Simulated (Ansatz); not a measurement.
in.yaml

```yaml
crystal:
  periodic: [false, false, false]
  atoms:
    - {symbol: C, position_ang: [0.000000, -0.088217, 2.389201]}
    - {symbol: Si, position_ang: [0.000000, 0.111019, 0.628617]}
    - {symbol: P, position_ang: [0.000000, -0.109138, -1.444848]}
    - {symbol: H, position_ang: [0.000000, 1.311548, -1.586020]}
basis:
  gaussian: {orbitals: def2-SVP, fitting: {mean_field: def2-universal-jkfit}}
total_charge: 1
magnetization: {spin_polarized: true, initial_magnetization: 1}
hamiltonian: {xc: {name: B3LYP}}
correlation: {method: ccsd, electrons: valence, diis_vectors: 2}
```

```sh
$ ansatz run in.yaml --threads 1 --pin off --events-out ev --progress --plain --max-ram 2393MiB
```

Question: Roughly how long does this take on 1 thread of Arm Neoverse V1, shared host, and how much host memory?

Answer: 20 s wall and 0.19 GiB.

```
349 factors; integrals over basis functions are off by at most 3.9e-1 eV
mean field evaluation 1: about -18185.0641 eV, gradient 4.4e1 eV
mean field evaluation 2: about -18185.0638 eV, gradient 4.4e1 eV
mean field evaluation 4: about -18197.5792 eV, gradient 1.1e1 eV
mean field evaluation 8: about -18198.7473 eV, gradient 5.1e-1 eV
mean field evaluation 16: about -18198.8421 eV, gradient 8.3e-2 eV
mean field evaluation 32: about -18195.2523 eV, gradient 1.1e1 eV
mean field evaluation 64: about -18198.0720 eV, gradient 4.2e-1 eV
mean field evaluation 96: about -18198.8275 eV, gradient 1.9e-1 eV
mean field evaluation 128: about -18198.6914 eV, gradient 7.0e-6 eV
mean field evaluation 160: about -18192.3425 eV, gradient 6.6e0 eV
mean field -18198.84279623 eV, -668.7951371429 hartree, gradient 3.2e-6 eV, S^2 1.237322; 12 other end points of the search recorded, 0 dependent functions left out
11 core orbitals not correlated: weight in the atoms' cores, before any rotation towards them, 1.000 or more for the frozen orbitals, at most 0.000 for the correlated occupied ones
reference -18159.11862628 eV, -667.3353008229 hartree; 7, 6 occupied and 37, 38 virtual orbitals, 349 factors
second order -8.08538662 eV of doubles, -0.48362030 eV of singles
...
cycle  34  -8.99479673 eV  change   -9.2e-6 eV  update   3.7e-5
cycle  35  -8.99479066 eV  change    6.1e-6 eV  update   3.4e-5
cycle  36  -8.99479987 eV  change   -9.2e-6 eV  update   3.0e-5
cycle  37  -8.99479973 eV  change    1.3e-7 eV  update   2.8e-5
cycle  38  -8.99480683 eV  change   -7.1e-6 eV  update   2.6e-5
cycle  39  -8.99480589 eV  change    9.5e-7 eV  update   2.4e-5
cycle  40  -8.99481223 eV  change   -6.3e-6 eV  update   2.1e-5
cycle  41  -8.99481309 eV  change   -8.6e-7 eV  update   2.0e-5
cycle  42  -8.99481901 eV  change   -5.9e-6 eV  update   1.7e-5
cycle  43  -8.99481805 eV  change    9.6e-7 eV  update   1.5e-5
WARN: the results are in doubt because among natural orbitals full CI differs from the method by -0.194 eV
Total energy: -18168.11344433 eV, -667.6658542894 hartree
In doubt: among natural orbitals full CI differs from the method by -0.194 eV
```
